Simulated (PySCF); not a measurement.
# LiN⁻ at UHF-CCSD(T)

Level: UHF-CCSD(T). Li aug-pcseg-1, N aug-pcseg-1; no relativity (PySCF 2.14).

```
state                          : ⁴Σ⁻ (quartet), unpaired electrons σ ↑, π ↑↑
bond length                    : 196.9 pm
harmonic wavenumber            : 532 cm⁻¹
force constant                 : 0.780 mdyn/Å
rotational constant Be         : 0.9307 cm⁻¹
anharmonicity ωexe             : 5.98 cm⁻¹
vibration–rotation constant αe : 0.0184 cm⁻¹
well depth De to Li⁻ + N       : 1.21 eV
dissociation energy D0         : 1.18 eV
```

Correlated steps freeze 1 core orbital. Correlated levels converge slowly with the basis: in double zeta they bind strong bonds too weakly, by up to about 1 eV, and carry superposition errors of some tenths. For an ion De counts to the pair picked by the measured ionisation energies or electron affinities, which need not be the lowest pair at this level. The state was picked by a PBE0 search and need not be the measured ground state.
